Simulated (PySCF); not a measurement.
**Static response to an electric field**

n-pentane, C5H12.
SMILES with atom numbers: `[CH3:1][CH2:2][CH2:3][CH2:4][CH3:5]` (hydrogens: H6, H7, H8 on C1; H9, H10 on C2; H11, H12 on C3; H13, H14 on C4; H15, H16, H17 on C5)

Cartesian coordinates in Å at the GFN2-xTB level; atoms count from 1:
```xyz
17
C5H12 angstrom
C     -2.5281   -0.2860    0.3032
C     -1.2307    0.4321    0.6523
C     -0.0157   -0.2477    0.0262
C      1.2846    0.4720    0.3754
C      2.4979   -0.2042   -0.2506
H     -3.3786    0.2148    0.7595
H     -2.6774   -0.3026   -0.7742
H     -2.5028   -1.3132    0.6602
H     -1.2824    1.4665    0.3042
H     -1.1096    0.4552    1.7380
H      0.0389   -1.2821    0.3747
H     -0.1350   -0.2706   -1.0599
H      1.2261    1.5069    0.0293
H      1.4015    0.4935    1.4616
H      2.4113   -0.2155   -1.3349
H      3.4102    0.3247    0.0150
H      2.5828   -1.2318    0.0964
```

Level: CAM-B3LYP/def2-SVPD (PySCF), static field, nuclei fixed, core orbitals frozen in the response. The polarisability tensor in these axes (au):

```
x   73.61  0.43 -1.82
y    0.43 58.58  1.64
z   -1.82  1.64 57.57
```

Diagonalise the tensor; give its mean and Δα, where Δα² is half the sum of the squared differences of the eigenvalues.

Principal values 56.19, 59.75 and 73.82 au; mean 63.25 au = 9.37 Å³ = 10.43 × 10⁻⁴⁰ C²·m²/J; Δα = 16.14 au (26 % of the mean).

What is the dipole moment?

0.09 D at this geometry.

Traceless (Buckingham) quadrupole moment about the centre of nuclear charge: eigenvalues?

-1.45, -0.28, 1.73 D·Å. The values depend on the origin, since the dipole doesn't vanish. The electronic extent ⟨r²⟩ about the same centre is 709 bohr², a root-mean-square distance of 2.17 Å for the 42 electrons.

Find the Langevin capture rate constant for H3O+ (19.018 u) meeting this molecule (72.094 u), k = 2.342 × 10⁻⁹ cm³/s × √(α in Å³ / reduced mass in u).

The reduced mass is 15.05 u, so k = 1.85 × 10⁻⁹ cm³/s.

What depolarisation ratio follows for Rayleigh scattering of linearly polarised light, taking the static tensor?

ρ = 3Δα²/(45ᾱ² + 4Δα²) = 781.7/(180039 + 1042.3) = 0.00432.

Sum over states: ᾱ = Σ f/ω², ω in Eh. What share falls to these 8 lowest TDDFT singlets (eV, f)? 8.71, 0.0129; 8.90, 0.0004; 9.12, 0.0018; 9.14, 0.0000; 9.32, 0.0003; 9.48, 0.0144; 9.49, 0.0057; 9.66, 0.0950.

They add up to 1.07 au, 1.7 % of the 63.25 au; the largest single term is 0.75 au, from the state at 9.66 eV. Terms in order: 0.13, 0.00, 0.02, 0.00, 0.00, 0.12, 0.05, 0.75 au. Higher excitations give the rest. The strengths listed sum to 0.131.

Refractivity n − 1 of an ideal gas of it at 273.15 K and 1 atm, from the electronic α?

N = p/kT = 2.6868 × 10¹⁹ cm⁻³, so n − 1 = 2π × N × 9.37 × 10⁻²⁴ cm³ = 1582 × 10⁻⁶ at long wavelengths.

The structure is a single GFN2-xTB conformer in the gas phase; no vibrational or solvent corrections.
